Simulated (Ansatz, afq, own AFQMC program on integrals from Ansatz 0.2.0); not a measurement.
# MgSi, singlet in cc-pVDZ, levels against full CI

```xyz
2

Si    0.0000    0.0000    0.0000
Mg    0.0000    0.0000    4.6340
```

Basis cc-pVDZ. Only valence electrons are correlated. Ansatz 0.2.0 and our own AFQMC program on the same integrals; the CISD trial comes from CCSD amplitudes, and released means the phaseless constraint is let go. Error bars are statistical, one sigma.

Determinant: RHF, the one that the program's search chose, which needn't be the lowest solution. The geometry is a point of a scan.

Full CI on the same integrals is exact in this basis and with this determinant's frozen core.

Cautions: higher spins were not checked; restricted determinant unstable towards unrestricted (UHF 1.36 eV lower, ⟨S²⟩ 1.03); strong correlation (T1 0.012, weight of the determinant 0.72, largest double 0.33); the CCSDTQ amplitudes may be one of several solutions (largest double 0.81); the released energies are still falling, so no released level is given (meV from the phaseless value at times in 1/Eh: -8 ± 3 at 0.24, -12 ± 4 at 0.51, -15 ± 4 at 0.99, -29 ± 5 at 1.62, -36 ± 6 at 2.40); the ph-AFQMC/CISD walk drifts between its halves (2.2 errors); the determinant fills πx and πy unequally, so it mixes two states of the linear molecule, and each level undoes that mixture to a different degree, while full CI gives the lower state, and by Hund's rule a triplet of that filling probably lies lower still; CCSDTQ on the UHF determinant differs (1.01 eV lower), perhaps since the unrestricted series falls towards higher spin.

The T1 diagnostic is 0.0122, the weight of the determinant in the CISD state is 0.725 and the size of the correlated space is 6 electrons in 26 orbitals.

Reference: full CI, correlation energy -3.403 eV. The cautions show a poor starting determinant, so the rows tell how each method copes with it here, and full CI is the sure value.

```csv
level,E − E(reference) (meV),share of correlation (%)
HF,3402.8,0.00
MP2,1302.3,61.73
CCSD,170.6,94.99
CCSD(T),85.3,97.49
CCSDTQ,0.3,99.99
ph-AFQMC/CISD,91.6 ± 4.1,97.31
```

CCSDT and higher add their correlation energy to the determinant of the CCSD(T) run, since their own runs factorise the integrals more tightly (a shift of under 2 meV).
